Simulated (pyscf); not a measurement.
H₃Si–Cl + H₂ -> H₃Si–Cl + H₂ (four-centre exchange; singlet surface; H–Si, H–H broken, H–Si, H–H formed). PySCF, gas phase, ωB97X-D3(BJ)/def2-SVP geometries. Energies in kcal/mol from the separated reactants.

| level | barrier | reaction energy |
|---|---|---|
| ωB97X-D3(BJ)/def2-TZVP | ? | 0.0 |
| PBE/def2-TZVP | 50.4 | 0.0 |
| r²SCAN/def2-TZVP | 54.2 | 0.0 |
| M06-2X/def2-TZVP | ? | 0.0 |
| ωB97M-D3(BJ)/def2-TZVP | 59.4 | 0.0 |
| HF/def2-TZVP | 81.9 | 0.0 |

### Question
What belongs in the gaps?

### Answer

- ωB97X-D3(BJ)/def2-TZVP, barrier: 61.2
- M06-2X/def2-TZVP, barrier: 62.3

The functionals in the table span 11.9 kcal/mol in this barrier, from PBE to M06-2X. At the saddle there is also a short H–Si contact that neither side keeps. This is the saddle that the search found; another between the same sides may lie lower.
